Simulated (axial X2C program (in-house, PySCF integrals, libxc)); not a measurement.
## Bond lengths and stretching modes, held linear, of SBS²⁺

Computed with an axial X2C code built on PySCF integrals: two-component X2C with atomic mean-field Coulomb and Gaunt terms, Gaussian nuclei, basis S dyall-av3z, B dyall-v3z with contracted cores. Spin-free rows use the one-electron spin-free X2C Hamiltonian.

Masses S 31.972, B 11.009, S 31.972 u. States: 2c Ω = 5/2 (beyond evenly filled blocks: ω = -1/2, 2 × ω = 3/2); spin-free M_S = 3/2, Λ = 1 (beyond evenly filled blocks: 2 × π+α, π+β, 2 × π-α).

PBE0, 2c: energies above the lowest point

```
r(S–B) (Å)  r(B–S) (Å)  E (meV)
    1.7150      1.7150    54.95
    1.7150      1.7590    20.76
    1.7150      1.8030    22.48
    1.7590      1.7150    20.76
    1.7590      1.7590     0.00
    1.7590      1.8030    14.54
    1.7590      1.8469    56.06
    1.8030      1.7150    22.48
    1.8030      1.7590    14.54
    1.8030      1.8030    41.58
    1.8469      1.7590    56.06
    1.8469      1.8469   159.81
```

Problem. Fit a quadratic surface with cubic terms in each bond: where is the minimum, and what are the two stretching wavenumbers?

Solution. At PBE0, 2c: bonds 1.761 and 1.761 Å; harmonic stretches 455.0 and 817.5 cm⁻¹; force constants 2.87, 2.87 and coupling 1.03 mdyn/Å.

The other levels and Hamiltonians give:

```json
{"Hamiltonian": "2c", "level": "BHandHLYP", "r(S–B) (Å)": "1.751", "r(B–S) (Å)": "1.751", "lower stretch (cm⁻¹)": "461.1", "upper stretch (cm⁻¹)": "706.4"}
{"Hamiltonian": "spin-free", "level": "PBE0", "r(S–B) (Å)": "1.761", "r(B–S) (Å)": "1.761", "lower stretch (cm⁻¹)": "455.1", "upper stretch (cm⁻¹)": "820.3"}
{"Hamiltonian": "spin-free", "level": "BHandHLYP", "r(S–B) (Å)": "1.751", "r(B–S) (Å)": "1.751", "lower stretch (cm⁻¹)": "461.1", "upper stretch (cm⁻¹)": "712.6"}
```

Each state is one determinant, the lowest of a limited PBE0 search; the stretches come from a fit to these few points and carry an uncertainty of a few per cent. Other orders of the atoms were not compared. Left out for rough or failed fits: HF 2c, MP2 2c, HF spin-free, MP2 spin-free. A multiply charged ion may be only metastable. The molecule was held linear; bending was not examined, so a bent shape may lie lower. Note: functional without a current term on a determinant with orbital currents, of the molecule or an atom. Note: several unpaired electrons, one determinant need not be a pure state.
